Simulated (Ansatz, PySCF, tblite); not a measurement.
How GFN2-xTB and CCSD(T) compare on the energy range of the profile of scans of the kind 'symmetric bend, bond length relaxed'.

Values in kJ/mol, from Ansatz (a first-principles code) and PySCF and tblite. Where two bases are given, the first is that of GFN2-xTB. CCSD(T) is a level with its own limits. Scans on which GFN2-xTB failed or broke off at a jump of its own curve are missing, so the means are lower bounds.

| system | basis | GFN2-xTB | CCSD(T) | GFN2-xTB − CCSD(T) |
|---|---|---|---|---|
| Cl2Si singlet | — / aug-cc-pVQZ | 245.4 | 182.7 | 62.7 |
| C3 singlet | — / cc-pVTZ | 72.3 | 46.4 | 25.9 |
| H2S singlet | — / cc-pVTZ | 293.2 | 292.2 | 1.0 |
| H2B cation singlet | — / cc-pVTZ | 305.2 | 538.7 | -233.5 |
| H2N anion singlet | — / aug-cc-pVDZ | 246.1 | 144.0 | 102.1 |
| H2Se singlet | — / cc-pVTZ | 236.2 | 314.7 | -78.5 |
| CaF2 singlet | — / def2-TZVP | 34.8 | 101.1 | -66.3 |
| O2Se singlet | — / cc-pVTZ | 415.3 | 243.0 | 172.3 |
| Cl2Sn singlet | — / def2-TZVP | 85.4 | 139.1 | -53.7 |
| BeCl2 singlet | — / cc-pVTZ | 176.9 | 264.4 | -87.5 |
| O2Zr singlet | — / def2-TZVP | 119.8 | 204.4 | -84.6 |

Problem. What do these rows say about the size and sign of the difference from CCSD(T)?

Solution. The mean difference from CCSD(T) is -21.8 kJ/mol (median -53.7) and the mean absolute one 88.0 kJ/mol (median 78.5); GFN2-xTB lies above in 5 and below in 6 of 11 cases. It is closest for H2S singlet (1.0), C3 singlet (25.9), Cl2Sn singlet (-53.7) and furthest off for H2B cation singlet (-233.5), O2Se singlet (172.3), H2N anion singlet (102.1).
